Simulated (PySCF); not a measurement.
Relaxation of singlet FSiN

These are results of PBE0 in PySCF with Si def2-TZVP, N def2-TZVP, F def2-TZVP; no relativity; density-fitted integrals, not measurements. A (50,194) grid was used.

A hand-made bent start, of Cs symmetry, held to at least that symmetry:

```xyz
3
charge 0 multiplicity 1, angstrom
Si   -0.1452    0.0000   -0.5416
N    -1.5132    0.0000    0.4163
F     1.3293    0.0000    0.4908
```

Optimiser trace:
| step | E − E(last) (kJ/mol) | largest gradient (Eh/bohr) |
| --- | --- | --- |
| 0 | 122.92 | 0.07871 |
| 1 | 48.71 | 0.03638 |
| 2 | 20.20 | 0.03660 |
| 3 | 9.04 | 0.04275 |
| 4 | 3.70 | 0.01426 |
| 5 | 2.03 | 0.00434 |
| 6 | 1.50 | 0.00379 |
| 7 | 0.88 | 0.00307 |
| 8 | 0.30 | 0.00279 |
| 9 | 0.02 | 0.00164 |
| 10 | 0.00 | 0.00050 |
| 11 | 0.00 | 0.00001 |

It ends at C∞v with Si–F 1.576 Å, Si–N 1.557 Å; F–Si–N 180.0°. A frequency run shows a minimum. Other isomers or separated fragments may lie lower.

Final geometry:
Coordinates in bohr (charge 0 multiplicity 1):
```
Si   -0.2519    0.0000   -0.0043
N    -3.1948    0.0000   -0.0540
F     2.7258    0.0000    0.0461
```

The relaxation took 12 s on 2 threads of a shared Arm Neoverse V2 host, with 99 basis functions and 13 gradients; the process peaked at 0.54 GiB. Launch command: `OMP_NUM_THREADS=2 python axn.py task.json out`.
